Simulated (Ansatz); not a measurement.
# Silicon tetrachloride (SiCl4): up Jacob's ladder to CCSD(T)

One table from this session's results is given with a row withheld; the runs are named, their logs left out.

Computed with Ansatz 0.2.0, Gaussian basis. Level: functionals in def2-TZVPP, the program's frozen cores in correlated methods.

The runs, in order: LDA (SPW92), PBE-D4, revPBE-D4, BLYP-D4, r2SCAN-D4, B97M-V, PBE0-D4, B3LYP-D4, r2SCANh-D4, r2SCAN0-D4, HSE06-D4, BHLYP-D4, CAM-B3LYP-D4, LC-ωPBE, ωB97X-V, ωB97M-V, B2PLYP, PBE-QIDH; CCSD(T)/def2-SVP; CCSD(T)/def2-TZVPP; MP2/def2-QZVPP; extrapolation to the limit; RPA on PBE.

### The geometry

The geometry comes from an earlier relaxation with PBE0-D4 in a triple-zeta def2 set; it is a stationary point.

5 atoms, charge 0, spin multiplicity 1.

Atoms are counted from 1 here; the program's logs count them from 0.

Bond lengths: Cl1–Si2 2.021 Å, Si2–Cl3 2.021 Å, Si2–Cl4 2.021 Å, Si2–Cl5 2.021 Å. Angles: Cl1–Si2–Cl3 109.5°, Cl1–Si2–Cl4 109.5°, Cl1–Si2–Cl5 109.5°, Cl3–Si2–Cl4 109.5°, Cl3–Si2–Cl5 109.5°, Cl4–Si2–Cl5 109.5°.

Geometry (Å):

```xyz
5

Cl   -0.9626   -0.0876    1.7623
Si    0.0100   -0.0147   -0.0083
Cl    1.6554   -1.1859    0.0781
Cl   -1.2121   -0.6769   -1.4761
Cl    0.5593    1.8914   -0.3975
```

The first run:

Contents of in.yaml:

```yaml
crystal:
  periodic: [false, false, false]
  atoms:
    - {symbol: Cl, position_ang: [-0.962609, -0.087550, 1.762345]}
    - {symbol: Si, position_ang: [0.009988, -0.014739, -0.008282]}
    - {symbol: Cl, position_ang: [1.655366, -1.185914, 0.078071]}
    - {symbol: Cl, position_ang: [-1.212126, -0.676853, -1.476072]}
    - {symbol: Cl, position_ang: [0.559280, 1.891354, -0.397461]}
basis:
  gaussian: {orbitals: def2-TZVPP}
hamiltonian: {xc: lda}
output: {orbitals: {seedname: orbitals}}
```

Among the steps run: LDA; PBE-D4 (GGA); revPBE-D4 (GGA); BLYP-D4 (GGA); r2SCAN-D4 (meta-GGA); B97M-V (meta-GGA); PBE0-D4 (hybrid); B3LYP-D4 (hybrid); r2SCANh-D4 (hybrid); r2SCAN0-D4 (hybrid); HSE06-D4 (hybrid); BHLYP-D4 (hybrid); CAM-B3LYP-D4 (range-separated); LC-ωPBE-D4 (range-separated; the results give it without D4); ωB97X-V (range-separated); ωB97M-V (range-separated); B2PLYP (double hybrid); PBE-QIDH (double hybrid).

One of the session's tables, all rows but one given; the rest of the session is left out.

It belongs to the step «Frontier levels by functional». 

| functional | HOMO (eV) | gap (eV) |
| --- | --- | --- |
| LDA (SPW92) | -8.24 | 6.39 |
| PBE-D4 | -8.10 | 6.52 |
| revPBE-D4 | -8.05 | 6.58 |
| BLYP-D4 | -7.92 | 6.44 |
| r2SCAN-D4 | -8.49 | 7.29 |
| B97M-V | -8.58 | 7.46 |
| PBE0-D4 | -9.54 | 8.98 |
| B3LYP-D4 | -9.24 | 8.41 |
| r2SCANh-D4 | -9.01 | 8.16 |
| r2SCAN0-D4 | -9.80 | 9.47 |
| HSE06-D4 | -9.14 | 8.20 |
| BHLYP-D4 | -10.81 | 11.38 |
| CAM-B3LYP-D4 | -10.90 | 11.47 |
| LC-ωPBE | -12.37 | 14.24 |
| ωB97X-V | -11.97 | 13.73 |
| ωB97M-V | ? | ? |

Q: Estimate the row for ωB97M-V from the others.

**Answer.** HOMO (eV): -11.77; gap (eV): 13.31. In the column «HOMO (eV)» it lies between ωB97X-V (-11.97) and CAM-B3LYP-D4 (-10.90).
